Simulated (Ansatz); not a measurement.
For fcc Cu, BLYP (Ansatz, a first-principles code, PAW) gives:

lattice parameter a: 3.702 Å
bulk modulus: 116 GPa

What does r²SCAN50 (plane waves, PAW; Ansatz) give for the same quantities?


- lattice constant a: 3.629 Å (decreases by 2.0 %)
- bulk modulus: 119 GPa (goes up by 2.6 %)

For comparison: lattice constant a 3.595 Å (measured, low-temperature or extrapolated to 0 K; zero-point anharmonic expansion removed; as tabulated in Csonka et al. (2009), arXiv:0903.4037); bulk modulus 144 GPa (measured, 0 K value with the zero-point phonon effect removed, our sources range from 140 to 145; as tabulated in Mejia-Rodriguez and Trickey (2018), arXiv:1807.09216).

Changes are worked out from the printed values.

Unless a cell is named, each level is at its own relaxed cell (BLYP 12.69, r²SCAN50 11.95 Å³/atom).

Ansatz's density-functional and Hartree–Fock values are scalar-relativistic unless marked +SOC, with PAW data made under PBE.
